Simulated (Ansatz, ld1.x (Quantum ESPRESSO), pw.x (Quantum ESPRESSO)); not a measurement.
lead (Pb): one change to the TM potential, in the atom and in the fcc crystal

```json
{"Element": "Pb", "Generator": "ld1.x (Quantum ESPRESSO) 7.5", "Type": "norm-conserving Troullier–Martins (Kleinman–Bylander form)", "Functional": "PBE", "Relativity": "scalar-relativistic", "Frozen core": "[Xe] 4f14", "Valence charge": "14", "Reference configuration": "5d10 6s2 6p2", "Partial waves": "6p (bound): rc 1.90 bohr; 5d (bound): rc 1.95 bohr; 6s (bound): rc 2.10 bohr", "Local potential": "the s channel", "Core correction": "none"}
```

Change: wave 6s (bound): rc 2.10 bohr becomes 6s (bound): rc 2.32 bohr.

Cutoffs, loose and tight: the cutoffs (Ry, on a coarse ladder) from which the occupation-weighted sum of valence levels, in a spherical-Bessel basis at the reference potential, stays within 10 and 1 mRy of its value at 400 Ry. They do not see the model core or the augmentation charge, which bear on the density cutoff. Test errors are all-electron minus pseudo excitation energies from the reference, over the configurations 5d10 6s2 6p1; 5d10 6s2 6p0; 5d10 6s1 6p0; 5d9 6s2 6p3; 5d10 6s2 6p1.5; 5d9 6s2 6p2; 5d10 6s0 6p4; variants that change the core or the reference have their own tests.

Crystal test: fcc Pb in pw.x 7.5, no spin, 11³ k-points, Fermi–Dirac smearing 0.01 Ry, cutoffs set for each file from its atomic test. The reference is all-electron LAPW (Ansatz 0.2.0) with the same functional, mesh and smearing; V0 and B0 come from Birch–Murnaghan fits to the pressures at five volumes. Errors are pseudo minus all-electron; Δ is the rms difference of the E(V) curves that follow from these fits, minima aligned, over ±6 % about the mean V0. Mesh and smearing are coarse, so the numbers serve the comparison and aren't converged zero-temperature values; the lattice is a test structure that the element need not adopt.

All-electron: a0 = 5.039 Å (V0 = 31.98 Å³/atom), B0 = 38.9 GPa.

**Question.** Does the change bring the crystal closer to the all-electron result?

**Answer.** The mean pressure error goes from +0.36 to +0.23 GPa, so the change moves the solid closer to the all-electron pressures.

```
                       quantity       base    changed
                 outcome (atom)  generated  generated
           cutoff, loose (atom)      50 Ry      50 Ry
           cutoff, tight (atom)      90 Ry      90 Ry
            bound ghosts (atom)       none       none
largest test error (meV) (atom)       -108        -97
           cutoffs in pw.x (Ry)    110/440    110/440
                         a0 (Å)      5.054      5.048
                   a0 error (%)      +0.30      +0.19
                   B0 error (%)       +0.4       +0.7
                   Δ (meV/atom)        2.5        1.6
      mean pressure error (GPa)      +0.36      +0.23
```
